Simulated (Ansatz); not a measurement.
# BNH3 (quartet): from Hartree-Fock to the top rungs at distance B1–H4 along a hydrogen transfer = 1.535 Å, cc-pVDZ

Aim: climb from Hartree-Fock through coupled cluster and multireference methods for BNH3 (quartet) at one geometry and basis, and see what each rung misses.

Method: cc-pVDZ, core rule «outside noble gas», up to 2 orbitals frozen; program: Ansatz 0.2.0, Gaussian basis.

The runs, in order: UHF; CCSD(T) on ROHF; CCSD(T) on UHF; BCCD(T) on ROHF; CISD; CCSDT(Q) on ROHF; CCSDT(Q) on UHF; CASSCF and MRCISD+Q, 5 electrons in 5 orbitals; CASSCF and NEVPT2, 5 electrons in 5 orbitals.

16 further runs of the same task are left out: 8 for a known fault of the program, 4 that didn't finish, 4 set aside as unsound or not needed.

## (1) The system

The geometry derives from fragments relaxed apart (PBE0/def2-TZVP) and kept rigid, so it is no stationary point. A hydrogen atom is moved between rigid fragments.

5 atoms, charge 0, spin multiplicity 4.

Atoms are counted from 1 here; the program's logs count them from 0.

Bond lengths: B1–H2 1.193 Å, B1–H3 1.193 Å, H4–N5 1.297 Å. Angles: H2–B1–H3 120.0°.

## (2) UHF

Input file in.yaml:

```yaml
crystal:
  periodic: [false, false, false]
  atoms:
    - {symbol: B, position_ang: [-1.437106, 0.000000, 0.000000]}
    - {symbol: H, position_ang: [-2.033839, 1.033571, 0.000000]}
    - {symbol: H, position_ang: [-2.033839, -1.033571, 0.000000]}
    - {symbol: H, position_ang: [0.097894, 0.000000, 0.000000]}
    - {symbol: N, position_ang: [1.394894, 0.000000, 0.000000]}
basis:
  gaussian: {orbitals: cc-pVDZ}
magnetization: {spin_polarized: true, initial_magnetization: 3}
hamiltonian: {xc: hf}
output: {orbitals: {seedname: orbitals}}
```

Run with:

```sh
$ ansatz run in.yaml --threads 1 --pin off --events-out ev --progress --plain --max-ram 2393MiB
```

After this run come: CCSD(T) on ROHF; CCSD(T) on UHF; BCCD(T) on ROHF; CISD; CCSDT(Q) on ROHF; CCSDT(Q) on UHF; CASSCF and MRCISD+Q, 5 electrons in 5 orbitals; CASSCF and NEVPT2, 5 electrons in 5 orbitals.

Q: Predict the results of all the runs planned. Wanted: UCCSDT(Q) below the RHF energy; RMP2 from UCCSDT(Q); UMP2 from UCCSDT(Q); RCCSD from UCCSDT(Q); RCCSD(T) from UCCSDT(Q); UCCSD(T) from UCCSDT(Q); RCCSDT(Q) from UCCSDT(Q); NEVPT2 pair from UCCSDT(Q); MRCISD+Q pair from UCCSDT(Q).

As calculated:

| quantity | value |
| --- | --- |
| UCCSDT(Q) below the RHF energy | -6.5595 eV |
| RMP2 from UCCSDT(Q) | +124.2 kJ/mol |
| UMP2 from UCCSDT(Q) | +125.3 kJ/mol |
| RCCSD from UCCSDT(Q) | +14.5 kJ/mol |
| RCCSD(T) from UCCSDT(Q) | +3.1 kJ/mol |
| UCCSD(T) from UCCSDT(Q) | +3.0 kJ/mol |
| RCCSDT(Q) from UCCSDT(Q) | +0.2 kJ/mol |
| NEVPT2 pair from UCCSDT(Q) | +113.6 kJ/mol |
| MRCISD+Q pair from UCCSDT(Q) | +2.1 kJ/mol |
| levels within 1 kcal/mol (43 meV) | RCCSD(T), UCCSD(T), BCCD(T), RCCSDT, UCCSDT, RCCSDT(Q), MRCISD+Q pair |
| T1 diagnostic | 0.031 |

RCCSD(T) lands +3.1 kJ/mol from the yardstick (0.5 % of the correlation energy). Of the multireference levels listed MRCISD+Q pair comes nearest in total energy (+2.1 kJ/mol), which doesn't show that its space is the better one. These misses are within one basis, not against nature; the frozen cores of restricted and unrestricted runs differ, which can shift their rows.
